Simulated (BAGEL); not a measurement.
**SiH2Cl2 (SiCl2H2) at 4 levels**

Aim: a comparison of 4 runs (HF/STO-3G, HF/6-31G*, HF/aug-cc-pVDZ, FCI/STO-3G) of SiH2Cl2 (SiCl2H2). 

The results are computed with BAGEL 1.2.2.

### Step 1. Starting point

SiH2Cl2: 5 atoms, total charge 0, spin state singlet. SMILES: `[H][Si]([H])(Cl)Cl`. The Si1–Cl2 distance was set to 2.612 Å, away from the relaxed value.

Bond lengths: Si1–Cl3 2.010 Å, Si1–H4 1.455 Å, Si1–H5 1.455 Å. Angles: Cl3–Si1–H4 108.7°, Cl3–Si1–H5 108.7°, H4–Si1–H5 112.4°. A long bond or contact: Si1–Cl2 2.612 Å.

### Step 2. The energy at HF/STO-3G (density fitting with qzvpp-jkfit) (run 1)

Contents of input.json:

```json
{ "bagel" : [

{
  "title" : "molecule",
  "basis" : "sto-3g",
  "df_basis" : "qzvpp-jkfit",
  "angstrom" : "true",
  "geometry" : [
    { "atom" : "Si", "xyz" : [      -0.116660,       0.006415,      -0.682868 ] },
    { "atom" : "Cl", "xyz" : [      -0.106910,      -0.020950,       1.929170 ] },
    { "atom" : "Cl", "xyz" : [       1.773810,       0.021055,      -1.364408 ] },
    { "atom" : "H", "xyz" : [      -0.783310,       1.218215,      -1.133798 ] },
    { "atom" : "H", "xyz" : [      -0.775920,      -1.199465,      -1.159168 ] }
  ]
},

{ "title" : "hf" },

{ "title" : "print", "file" : "orbitals.molden", "orbitals" : "true" }

]}
```

Run with:

```bash
$ BAGEL_NUM_THREADS=1 BAGEL input.json > input.out
```

What it wrote:

```text
* using 1 threads per process

  ===============================================================
  ===============================================================

  *** Geometry ***

  { "atom" : "Si", "xyz" : [     -0.220455,      0.012123,     -1.290433 ] },
  { "atom" : "Cl", "xyz" : [     -0.202031,     -0.039590,      3.645603 ] },
  { "atom" : "Cl", "xyz" : [      3.352015,      0.039788,     -2.578357 ] },
  { "atom" : "H", "xyz" : [     -1.480241,      2.302093,     -2.142568 ] },
  { "atom" : "H", "xyz" : [     -1.466276,     -2.266660,     -2.190510 ] },

  Number of auxiliary basis functions:      420

  Since a DF basis is specified, we compute 2- and 3-index integrals:
    o Being stored without compression. Storage requirement is 0.003 GB

  Number of basis functions:       29
  Number of electrons      :       50

    * METHOD: MOLECULE                             0.09

  *** RHF ***

  === Nuclear Repulsion ===
   173.2937433322

      * DIIS with orbital gradients will be used.

  === RHF iteration (sto-3g) ===
      0      -1195.84634870          0.01381508           0.01
      1      -1195.95386910          0.00317107           0.01
      2      -1195.95756492          0.00063233           0.01
      3      -1195.95780967          0.00007179           0.01
      4      -1195.95781296          0.00001816           0.01
      5      -1195.95781320          0.00000339           0.01
      6      -1195.95781320          0.00000059           0.01
      7      -1195.95781320          0.00000023           0.01
      8      -1195.95781320          0.00000007           0.01
      9      -1195.95781320          0.00000001           0.01
     10      -1195.95781320          0.00000000           0.01
    * SCF iteration converged.

    * Permanent dipole moment:
           (    0.864926,    -0.010765,     1.416700) a.u.

    * METHOD: HF                                   0.20

    * METHOD: PRINT                                0.00

  ===============================================================
```

It took 0.46 s on 1 thread of Arm Neoverse V2, shared host.

### Step 3. The energy at HF/6-31G(d) (density fitting with qzvpp-jkfit, spherical functions) (run 2)

Contents of calc.json:

```json
{ "bagel" : [

{
  "title" : "molecule",
  "basis" : "6-31gs.json",
  "df_basis" : "qzvpp-jkfit",
  "angstrom" : true,
  "geometry" : [
    { "atom" : "Si", "xyz" : [   -0.116660,    0.006415,   -0.682868 ] },
    { "atom" : "Cl", "xyz" : [   -0.106910,   -0.020950,    1.929170 ] },
    { "atom" : "Cl", "xyz" : [    1.773810,    0.021055,   -1.364408 ] },
    { "atom" : "H", "xyz" : [   -0.783310,    1.218215,   -1.133798 ] },
    { "atom" : "H", "xyz" : [   -0.775920,   -1.199465,   -1.159168 ] }
  ]
},
{ "title" : "hf" },
{ "title" : "print", "file" : "orbitals.molden", "orbitals" : true }

]}
```

The basis set 6-31G* is read from a file made from the Basis Set Exchange's data (not shown).

Run with:

```bash
$ BAGEL_NUM_THREADS=1 BAGEL calc.json > calc.out
```

What it wrote:

```text
* using 1 threads per process

  ===============================================================
  ===============================================================

  *** Geometry ***

  { "atom" : "Si", "xyz" : [     -0.220455,      0.012123,     -1.290433 ] },
  { "atom" : "Cl", "xyz" : [     -0.202031,     -0.039590,      3.645603 ] },
  { "atom" : "Cl", "xyz" : [      3.352015,      0.039788,     -2.578357 ] },
  { "atom" : "H", "xyz" : [     -1.480241,      2.302093,     -2.142568 ] },
  { "atom" : "H", "xyz" : [     -1.466276,     -2.266660,     -2.190510 ] },

  Number of auxiliary basis functions:      420

  Since a DF basis is specified, we compute 2- and 3-index integrals:
    o Being stored without compression. Storage requirement is 0.011 GB

  Number of basis functions:       58
  Number of electrons      :       50

    * METHOD: MOLECULE                             0.12

  *** RHF ***

  === Nuclear Repulsion ===
   173.2937433322

      * DIIS with orbital gradients will be used.

  === RHF iteration (6-31gs.json) ===
      0      -1208.97754338          0.01310049           0.03
      1      -1209.05978662          0.00611305           0.03
      2      -1209.07936810          0.00107404           0.03
      3      -1209.08015655          0.00016913           0.03
      4      -1209.08018775          0.00006204           0.03
      5      -1209.08019249          0.00001790           0.03
      6      -1209.08019300          0.00000380           0.03
      7      -1209.08019302          0.00000087           0.03
      8      -1209.08019302          0.00000029           0.03
      9      -1209.08019302          0.00000009           0.03
     10      -1209.08019302          0.00000003           0.03
     11      -1209.08019302          0.00000001           0.03
    * SCF iteration converged.

    * Permanent dipole moment:
           (    0.480297,    -0.014699,     1.646964) a.u.

    * METHOD: HF                                   0.44

    * METHOD: PRINT                                0.01

  ===============================================================
```

It took 0.72 s on 1 thread of Arm Neoverse V2, shared host.

Run 3 isn't shown in full; the table further down has it.

### Step 4. The energy at FCI/STO-3G (density fitting with qzvpp-jkfit) (run 4)

Contents of fci.json:

```json
{ "bagel" : [

{
  "title" : "molecule",
  "basis" : "sto-3g",
  "df_basis" : "qzvpp-jkfit",
  "angstrom" : true,
  "geometry" : [
    { "atom" : "Si", "xyz" : [      -0.116660,       0.006415,      -0.682868 ] },
    { "atom" : "Cl", "xyz" : [      -0.106910,      -0.020950,       1.929170 ] },
    { "atom" : "Cl", "xyz" : [       1.773810,       0.021055,      -1.364408 ] },
    { "atom" : "H", "xyz" : [      -0.783310,       1.218215,      -1.133798 ] },
    { "atom" : "H", "xyz" : [      -0.775920,      -1.199465,      -1.159168 ] }
  ]
},

{
  "title" : "hf"
},

{
  "title" : "fci",
  "nstate" : 1,
  "ncore" : 15
}

]}
```

Run with:

```bash
$ BAGEL_NUM_THREADS=1 BAGEL fci.json > fci.out
```

What it wrote:

```text
* using 1 threads per process

  ===============================================================
  ===============================================================

  *** Geometry ***

[... 29 lines left out ...]
    * SCF iteration converged.
[... 1 line left out ...]
    * Permanent dipole moment:
[... 21 lines left out ...]
     guess   0:   closed 1111111111....       open ..............

  === FCI iteration ===

      0  0     -1195.95781320     2.99e-04      1.81
      1  0     -1196.02637161     1.22e-04      1.92
      2  0     -1196.03443769     5.23e-05      1.83
[... 14 lines of this table left out ...]
     17  0 *   -1196.03593952     4.01e-11      1.65

     * ci vector, state   0, <S^2> = 0.0000
       2222222222....     0.9580670401
       2222222.222...    -0.1596171160
       2222.22222.2..    -0.0509613184
       222.222222...2    -0.0502980219

    * METHOD: FCI                                 33.56

  ===============================================================
```

Run time: 34 s. Hardware: 1 thread of Arm Neoverse V2, shared host; peak memory 1.9 GiB.

### Step 5. Overview of the runs

```csv
run,level,number of roots,frozen core orbitals,energy (Eh),dipole moment (D),HOMO energy (eV),LUMO energy (eV),wall time
1,HF/STO-3G (density fitting with qzvpp-jkfit),–,–,-1195.957813,4.22,-9.49,3.36,0.46 s
2,"HF/6-31G* (density fitting with qzvpp-jkfit, spherical functions)",–,–,-1209.080193,4.36,-11.73,0.72,0.72 s
3,HF/aug-cc-pVDZ (density fitting with qzvpp-jkfit),–,–,-1209.156635,4.05,-11.70,0.48,1.3 s
4,FCI/STO-3G (density fitting with qzvpp-jkfit),1,15,-1196.035940,–,–,–,34 s
```

### Step 6. Summary of results

| quantity | value |
| --- | --- |
| run 4: total energy | -1196.03594 Eh |

Against full CI in this basis: HF +78.1 mEh. Over runs 1, 2, 3 the dipole moment (its size) runs from 4.05 D (HF/aug-cc-pVDZ) to 4.36 D (HF/6-31G*). Over runs 1, 2, 3 the HOMO–LUMO gap runs from 12.18 eV (HF/aug-cc-pVDZ) to 12.85 eV (HF/STO-3G). In runs 1, 4 the basis is minimal, so the values are rough. All runs together took 37 s, the longest 34 s.
